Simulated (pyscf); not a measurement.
H₂C=CH–I → HI + acetylene (HC≡CH), an elimination (singlet surface; C–I, C–H broken, H–I formed). Single points on ωB97X-D3(BJ)/def2-SVP structures (PySCF, gas phase). Correlated levels are frozen-core, on RHF or UHF. ΔMP2 is the change of the MP2 total energy from the triple- to the quadruple-zeta basis. Energies in kJ/mol from the reactant's lowest minimum found.

Small-basis levels: PySCF, no dispersion term, spherical d functions. AM1 to PM7: differences of heats of formation from MOPAC, which are fitted to 298 K values and so differ in kind from electronic energies by zero-point and thermal terms. Cost: rough CPU time at the saddle relative to B3LYP/6-31G*+LANL2DZ, from one job on a shared machine.

| level | barrier | reaction energy | cost |
|---|---|---|---|
| MP2/6-31G*+LANL2DZ | 360.7 | +162.0 | 0.1 |
| SVWN5/6-31G*+LANL2DZ | 275.6 | +227.8 | 0.9 |
| BP86/6-31G*+LANL2DZ | 272.4 | +183.7 | 1 |
| PBE/6-31G*+LANL2DZ | 275.8 | +193.1 | 1 |
| B3LYP/6-31G*+LANL2DZ | 291.9 | +173.6 | 1 |
| M06-2X/6-31G*+LANL2DZ | 315.3 | +185.4 | 2 |
| B3LYP/6-311+G**+LANL2DZ | 282.8 | +130.2 | 1 |
| AM1 | 392.0 | +134.0 | under 0.02 |
| PM6 | 304.2 | +117.2 | under 0.02 |
| CCSD(T)/def2-TZVPP + ΔMP2(QZVPP) | 314.6 | +144.6 | – |

Against the last row the barrier runs from -42.2 (BP86/6-31G*+LANL2DZ) to +77.5 kJ/mol (AM1). CCSD(T)/def2-TZVPP + ΔMP2(QZVPP) has limits of its own. This is the saddle that the search found; another between the same sides may lie lower. The CCSD(T) − MP2 part came from Ansatz, without density fitting, on the same reference. The largest closed-shell T1 diagnostic is 0.033, which may signal static correlation. The frozen core leaves the outer d or s,p core shells of the metals and heavy elements correlated in the MP2 and CC values, and def2-TZVPP describes them poorly, which can shift differences by a few kcal/mol. In the def2 sets elements past Kr carry core potentials, without spin-orbit coupling.
